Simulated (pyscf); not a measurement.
H₃Ge–SnH₃ (SMILES [GeH3][SnH3]) + H₂O (SMILES O) → HO–GeH₂–SnH₃ (SMILES [OH][GeH2][SnH3]) + H₂ (SMILES [H][H]) (four-centre exchange; singlet surface; Ge–H, H–O broken, Ge–O, H–H formed). Single points on ωB97X-D3(BJ)/def2-SVP structures (PySCF, gas phase). Rate constants from transition-state theory, ωB97M-D3(BJ)/def2-TZVP energies (ideal gas, 1 atm, RRHO with modes under 100 cm⁻¹ raised to 100, one conformer, R ln 2 for chiral ones without a mode under 150 cm⁻¹; no tunnelling), k in cm³ molecule⁻¹ s⁻¹.

```tsv
T (K)	1000/T	log10 k
298	3.354	-45.61
600	1.667	-29.15
900	1.111	?
1200	0.833	-20.58
```

### Question
Fit an Arrhenius line to the three values, give the activation energy, and predict k at 900 K.

### Answer
Least squares gives log10 k = -12.45 − 9.90 × 1000/T, so Ea = 9.90 × ln 10 × 1.987 = 45.3 kcal/mol, against an electronic barrier of 45.3. At 900 K the line gives -23.45; the computed value is -23.52 (ΔG‡ = 73.6 kcal/mol), a factor 1.2 under the line, since the plot is curved. On the reactant side the descent ends in a complex (not fully relaxed), 4.2 kcal/mol under the separated species and 49.3 kcal/mol under the saddle at ωB97X-D3(BJ)/def2-TZVP. At the saddle there is also a short Ge–H contact that neither side keeps. This is the saddle that the search found; another between the same sides may lie lower. Elements up to Kr have no core potential and no relativistic terms here. Elements past Kr carry the def2 core potentials, without spin-orbit coupling.
